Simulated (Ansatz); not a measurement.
# HF/cc-pVDZ run of C2F3N (cyanotrifluoromethane)

What is the energy change on altering one bond length of C2F3N (cyanotrifluoromethane) at HF/cc-pVDZ? 

The calculation is run with Ansatz 0.2.0.

51 further runs of the same task are left out: 12 that didn't finish, 39 set aside as unsound or not needed.

**1. Starting point**

C2F3N: 6 atoms, total charge 0, spin state singlet. As SMILES, `N#CC(F)(F)F`. The coordinates come from a PBE0-D4/def2-TZVP relaxation.

Bond lengths: N1–C2 1.146 Å, C2–C3 1.481 Å, C3–F4 1.326 Å, C3–F5 1.326 Å, C3–F6 1.326 Å. Angles: N1–C2–C3 180.0°, C2–C3–F4 110.1°, C2–C3–F5 110.1°, C2–C3–F6 110.1°, F4–C3–F5 108.8°, F4–C3–F6 108.8°, F5–C3–F6 108.8°.

**2. A single-point energy at HF/cc-pVDZ**

Input file in.yaml:

```yaml
crystal:
  periodic: [false, false, false]
  atoms:
    - {symbol: "N", position_ang: [1.022100, -1.705100, 0.893500]}
    - {symbol: C, position_ang: [0.486200, -0.810600, 0.417800]}
    - {symbol: C, position_ang: [-0.206400, 0.345600, -0.197200]}
    - {symbol: F, position_ang: [-1.316000, -0.055800, -0.802300]}
    - {symbol: F, position_ang: [0.581500, 0.927000, -1.091500]}
    - {symbol: F, position_ang: [-0.525200, 1.234800, 0.733600]}
basis:
  gaussian: {orbitals: cc-pVDZ}
total_charge: 0
hamiltonian: {xc: hf}
accuracy: high
output: {orbitals: {seedname: orbitals}}
```

Launch:

```
ansatz run in.yaml --threads 1 --pin off --max-ram 3480MiB --events-out events.jsonl --progress --plain --runs-dir runs
```

Output:

```text
Warning: RAYON_NUM_THREADS=1 ignored (pool sized by the plan → 1); use --threads N
Functional definition: HF
  name "HF"
  exchange = exact_x
  correlation = 0
1829 factors; integrals over basis functions are off by at most 2.6e-9 eV
mean field evaluation 1: about -11653.7403 eV, gradient 5.2e1 eV
mean field evaluation 2: about -11654.5062 eV, gradient 5.3e1 eV
mean field evaluation 4: about -11660.0419 eV, gradient 5.4e0 eV
mean field evaluation 8: about -11660.1599 eV, gradient 5.9e-1 eV
mean field evaluation 16: about -11660.1609 eV, gradient 1.1e-8 eV
mean field -11660.16088147 eV, -428.5030088531 hartree, gradient 8.0e-8 eV, S^2 0.000000; 0 other end points of the search recorded, 0 dependent functions left out
reference -11660.16088147 eV, -428.5030088531 hartree; 23, 23 occupied and 61, 61 virtual orbitals, 1829 factors
Total energy: -11660.16088147 eV, -428.5030088531 hartree
```

It took 3.6 s on 1 thread of Arm Neoverse N1, shared host; peak memory 0.22 GiB.

**3. The distorted shape, same level**

Input file in.yaml:

```yaml
crystal:
  periodic: [false, false, false]
  atoms:
    - symbol: N
      position_ang: [0.391786, -2.170216, 1.608934]
    - symbol: C
      position_ang: [-0.144114, -1.275716, 1.133234]
    - symbol: C
      position_ang: [-0.836714, -0.119516, 0.518234]
    - symbol: F
      position_ang: [-1.946314, -0.520916, -0.086866]
    - symbol: F
      position_ang: [0.581500, 0.927000, -1.091500]
    - symbol: F
      position_ang: [-1.155514, 0.769684, 1.449034]
basis:
  gaussian: {orbitals: cc-pVDZ}
hamiltonian: {xc: hf}
accuracy: high
output: {orbitals: {seedname: orbitals}}
```

Launch:

```
ansatz run in.yaml --threads 1 --pin off --max-ram 3480MiB --events-out events.jsonl --progress --plain --runs-dir runs
```

Output:

```text
Warning: RAYON_NUM_THREADS=1 ignored (pool sized by the plan → 1); use --threads N
Functional definition: HF
  name "HF"
  exchange = exact_x
  correlation = 0
1772 factors; integrals over basis functions are off by at most 2.8e-9 eV
mean field evaluation 1: about -11643.4074 eV, gradient 6.4e1 eV
mean field evaluation 2: about -11644.0126 eV, gradient 6.5e1 eV
mean field evaluation 4: about -11653.5435 eV, gradient 1.1e1 eV
mean field evaluation 8: about -11653.9445 eV, gradient 1.7e0 eV
mean field evaluation 16: about -11653.9573 eV, gradient 1.6e-8 eV
mean field -11653.95728715 eV, -428.2750309670 hartree, gradient 2.5e-8 eV, S^2 0.000000; 0 other end points of the search recorded, 0 dependent functions left out
reference -11653.95728715 eV, -428.2750309670 hartree; 23, 23 occupied and 61, 61 virtual orbitals, 1772 factors
Total energy: -11653.95728715 eV, -428.2750309670 hartree
```

Run time: 3.6 s. Hardware: 1 thread of Arm Neoverse N1, shared host; peak memory 0.21 GiB.

**4. Outcome**

Level: HF/cc-pVDZ.

| quantity | value |
| --- | --- |
| first shape: total energy | -428.50301 Eh |
| first shape: HOMO energy | -14.40 eV |
| first shape: LUMO energy | 3.87 eV |
| first shape: HOMO–LUMO gap | 18.27 eV |
| distorted shape: total energy | -428.27503 Eh |
| distorted shape: HOMO energy | -12.73 eV |
| distorted shape: LUMO energy | -2.27 eV |
| distorted shape: HOMO–LUMO gap | 10.46 eV |
| energy change with the C3–F5 bond stretched from 1.326 to 2.387 Å | 6.204 eV |

In words: One bond (distorted shape) is far stretched, which a spin-restricted single reference describes badly; a broken-symmetry solution may lie lower. With the C3–F5 bond stretched from 1.326 to 2.387 Å the energy rises by 6.20 eV (599 kJ/mol). The first shape isn't relaxed at this level, so the change isn't measured from a minimum. A restricted reference can't describe the breaking bond well at this length.
